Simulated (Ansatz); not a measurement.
# One elementary step

Start structure (AlH₂OF, singlet), relaxed at PBE0-D4/def2-TZVP:

```tsv
atom	x (Å)	y (Å)	z (Å)
Al1	0.2826	-0.3531	-0.1932
F2	-0.6860	-1.6621	0.0639
H3	1.6680	-0.5368	-0.8919
O4	-0.2177	1.1775	0.2947
H5	-1.0469	1.3745	0.7265
```

The step: AlH₂OF ([OH][AlH][F]) → AlHO ([OH][Al]) + HF; bonds formed: F2–H3; bonds broken: Al1–F2, Al1–H3. Program: Ansatz 0.2.0. Basis: def2-TZVPP and def2-QZVPP. Cores are frozen in the correlated methods. Extrapolation: Hartree–Fock as exp(−7.88 √X), correlation as X^−2.97. Energies below are by CCSD(T) at an estimated basis limit (MP2 extrapolated from triple and quadruple zeta, plus CCSD(T) − MP2 in triple zeta).

Question: What are the electronic barrier and the energy of the step, from the start structure to the end structure? (To be estimated.)

Answer: The calculation gives: Barrier 333.5 kJ/mol; step energy 237.2 kJ/mol (uphill); reverse barrier, their difference, 96.3 kJ/mol. Barrier and step energy count from the start structure, the reverse barrier from the end structure.

The saddle point: One imaginary mode of 1302i cm⁻¹.
| pair | start (Å) | saddle (Å) | end (Å) |
| --- | --- | --- | --- |
| F2–H3 | 2.78 | 1.22 | 0.93 |
| Al1–F2 | 1.65 | 1.89 | 3.45 |
| Al1–H3 | 1.56 | 1.72 | 2.52 |

Zero-point energy (harmonic, PBE0-D4): ZPE is 60.4 kJ/mol at the start and 49.7 kJ/mol at the saddle, so the barrier goes from 333.5 to 322.9 kJ/mol.

First-order rate constant out of the start structure at 698 K by transition-state theory, with harmonic vibrational free energies alone and no tunnelling: ΔA‡ = 318.2 kJ/mol, so k = (kB T/h) exp(−ΔA‡/kB T) ≈ 10^-11 s⁻¹ (an order of magnitude at best: rotation, the number of equivalent paths and anharmonicity are left out).

The T1 diagnostic stays at or below 0.017. The restricted Hartree–Fock reference is unstable towards an unrestricted one at one or more of these structures.

Labels in which every atom is bracketed show which atoms are joined, not bond orders.

For scale, one of the runs: CCSD(T)/def2-TZVPP, 132 basis functions (an equivalent command: `ansatz run in.yaml --threads 2`). Hardware: 2 CPU threads, shared host. Wall time 4 s; peak host memory 0.73 GiB.
